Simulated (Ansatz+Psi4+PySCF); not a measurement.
**triplet Si₂: levels of theory in one basis**

```xyz
2

Si    0.0000    0.0000    1.1300
Si    0.0000    0.0000   -1.1300
```

Basis set: cc-pV(T+d)Z (spherical functions). Frozen core: 10 orbitals. Correlation on ROHF uses semicanonical orbitals with singles. Charge 0, multiplicity 3.

Computed with Ansatz (development build ahead of 0.2.0); each method stands on the lowest determinant of its kind that the runs found.

```tsv
method	E − E(ROHF) (eV)	<S²> of the determinant
ROHF	0.00	2.00
UHF	-0.11	2.02
ROHF-MP2	-4.43	–
UHF-MP2	-4.40	2.02
ROHF-CCSD	-5.25	–
UHF-CCSD	-5.25	2.02
ROHF-CCSD(T)	-5.56	–
UHF-CCSD(T)	-5.56	2.02
ROHF-CCSDT	-5.61	–
UHF-CCSDT	-5.61	2.02
```

Problem. Is a single determinant a sound starting point here?

Solution. By this sign, yes. Unrestricted orbitals gain 0.11 eV and <S²> is 2.02 against 2.00 for a pure state.

Caution for ROHF-MP2, UHF-MP2, ROHF-CCSD, UHF-CCSD, ROHF-CCSD(T), UHF-CCSD(T), ROHF-CCSDT, UHF-CCSDT: a plain start can end on a higher determinant.
